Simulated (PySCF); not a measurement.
Compound: 2-pyrrolidinone, C4H7NO.
Atom-mapped SMILES: `[O:1]=[C:2]1[CH2:3][CH2:4][CH2:5][NH:6]1`

Cartesian coordinates in Å at the PBE0-D3(BJ)/def2-SVP level; atoms count from 1:
```
atom  x, y, z in Å
O1     2.1892    1.3282   -0.3444
C2     1.1513    0.7335   -0.1720
C3     0.9421   -0.7759   -0.1263
C4    -0.5703   -0.9494   -0.2225
C5    -1.1244    0.3594    0.3573
N6    -0.0727    1.2979    0.0512
H7     1.3461   -1.1336    0.8361
H8     1.5178   -1.2676   -0.9216
H9    -0.9556   -1.8348    0.3017
H10   -0.8689   -1.0333   -1.2792
H11   -2.0808    0.6515   -0.1038
H12   -1.2947    0.2755    1.4484
H13   -0.1487    2.2965    0.1973
```

Definitions: NICS(0) = −σiso at the ring centroid; NICS(1) = −σiso and NICS(1)zz = −σzz at ±1 Å along the ring normal z. Level: GIAO B97-2/pcSseg-2 (PySCF, non-relativistic, gas phase) on the PBE0-D3(BJ)/def2-SVP geometry, one conformer.

Ring bond lengths (Å): C2–C3 1.525, C3–C4 1.525, C4–C5 1.535, C5–N6 1.442, N6–C2 1.366.

Question: Give the NICS values of each ring in ppm.

Answer: 
```json
{"ring": "C2–C3–C4–C5–N6", "type": "5-membered ring with N; formal bonds all single", "NICS(0)": "-5.0", "NICS(1), two faces": "-1.9 / -2.6", "NICS(1)zz, two faces": "-2.3 / -3.2", "rms pucker (Å)": "0.13", "centre to ring atoms, mean (Å)": "1.25"}
```

Question: What can be read from them?

Answer: 
- C2–C3–C4–C5–N6: mean NICS(1)zz -2.8 ppm, near zero. C3, C4, C5 have four or more neighbours, and the NICS criterion for π rings isn't applied.

Question: At the second NICS(1) probe listed for ring C2–C3–C4–C5–N6, 1 Å off the ring, what do the in-plane components average?

Answer: The isotropic value is a third of the trace: (3 × -2.6 − (-3.2))/2 = -2.3 ppm.

Question: How do the values depend on the level or the medium?

Answer: 
```tsv
level	NICS(0), C2–C3–C4–C5–N6	mean NICS(1)zz, C2–C3–C4–C5–N6
B97-2/pcSseg-2, gas	-5.0	-2.8
PBE0/pcSseg-1, gas	-5.3	-3.4
```

The geometry is the same throughout.

Time: 45 s; peak memory 1.1 GiB. Hardware: an Arm Neoverse V2 with one thread, no GPU, on a shared host. This is the whole shielding run at B97-2/pcSseg-2, SCF included.
